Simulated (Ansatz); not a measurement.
# AlFH₂N radical: how energies converge with the basis set

An exercise on one series of results from a longer session: the logs are not shown, and one member is left open.

The runs use Ansatz 0.2.0, Gaussian basis; one geometry, several basis sets.

The runs, in order: PBE0-D4/def2-SVP; ωB97M-V/def2-SVP; PBE0-D4/def2-QZVPP; ωB97M-V/def2-QZVPP; the functionals' def2-TZVPP values are taken from earlier runs.

### The geometry

All runs share one geometry, relaxed beforehand with PBE0-D4 in a triple-zeta def2 set.

SMILES `[NH2][Al][F]`, 5 atoms, charge 0, spin multiplicity 2.

Atoms are counted from 1 here; the program's logs count them from 0.

Bond lengths: N1–Al2 1.765 Å, N1–H4 1.007 Å, N1–H5 1.009 Å, Al2–F3 1.658 Å. Angles: Al2–N1–H4 124.8°, Al2–N1–H5 124.2°, H4–N1–H5 111.0°, N1–Al2–F3 117.4°.

The first run:

in.yaml reads:

```yaml
crystal:
  periodic: [false, false, false]
  atoms:
    - {symbol: N, position_ang: [-0.384712, 0.498966, -0.263812]}
    - {symbol: Al, position_ang: [0.631952, -0.282755, 0.949512]}
    - {symbol: F, position_ang: [1.228673, -1.786761, 0.590012]}
    - {symbol: H, position_ang: [-0.804335, 1.408278, -0.162715]}
    - {symbol: H, position_ang: [-0.621678, 0.088572, -1.154397]}
basis:
  gaussian: {orbitals: def2-SVP}
magnetization: {spin_polarized: true, initial_magnetization: 1}
hamiltonian: {xc: pbe0, dispersion: d4}
output: {orbitals: {seedname: orbitals}}
```

Among the steps run: PBE0-D4 in def2-SVP; ωB97M-V in def2-SVP; PBE0-D4 in def2-QZVPP; ωB97M-V in def2-QZVPP.

One of the session's tables, all rows but one given; the rest of the session is left out.

It belongs to the step «Density functionals: the series». 

```
functional       basis  HOMO (eV)  LUMO (eV)
   PBE0-D4    def2-SVP          ?          ?
   PBE0-D4  def2-TZVPP      -6.18      -2.53
   PBE0-D4  def2-QZVPP      -6.22      -2.58
   ωB97M-V    def2-SVP      -7.68      -1.08
   ωB97M-V  def2-TZVPP      -7.83      -1.07
   ωB97M-V  def2-QZVPP      -7.92      -1.15
```

Estimate the missing values for PBE0-D4, def2-SVP.

**Answer.** HOMO (eV): -6.03; LUMO (eV): -2.46. In the column «HOMO (eV)» it is the highest.
